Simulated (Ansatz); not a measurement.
The end point of a relaxation of BP. All values below come from PBEsol (plane waves to 420 eV, PAW, scalar-relativistic; Ansatz, a quantum-chemistry and plane-wave program).

```xyz
2
Lattice="0.0000 2.2601 2.2601 2.2601 0.0000 2.2601 2.2601 2.2601 0.0000" Properties=species:S:1:pos:R:3 pbc="T T T"
P      3.3902     3.3902     3.3902
B      0.0000     0.0000     0.0000
```

Q: Find the space group and the Wyckoff positions (tolerance 0.01 Å).

A: Space group F-43m (No. 216); a = b = c = 4.5202 Å, α = β = γ = 90.00°

```csv
atom,site,symmetry,x,y,z
P,4c,-43m,0.2500,0.2500,0.2500
B,4a,-43m,0.0000,0.0000,0.0000
```

This is the zinc blende type.

Q: Give the shortest distances between elements (the closest pairs, up to four, under 3.6 Å).

A: B–P 1.96 Å; P–P 3.20 Å; B–B 3.20 Å.

The volume per atom is 11.54 Å³. The band gap comes out as 1.11 eV, indirect (valence top at Γ, conduction bottom at 83 % of the way from Γ to X) (no spin-orbit coupling) and the smallest direct gap comes out as 3.38 eV at Γ.

No spin polarisation in the result.

Measured for BP: a 4.525 Å (static lattice; corrected from measurement; as listed in Daniel Mejia-Rodriguez, S. B. Trickey, Phys. Rev. B (2018)); gap 2 eV (room temperature; as listed in arXiv:1206.3780). Computed minus measured — a: PBEsol -0.1 %; gap: PBEsol -0.89 eV. The computed values are for a static lattice, and a measured gap can be an optical one, lowered by exciton binding.

The run could not lose the symmetry of its start.

All atoms sit on sites fixed by symmetry, so only the cell could relax.
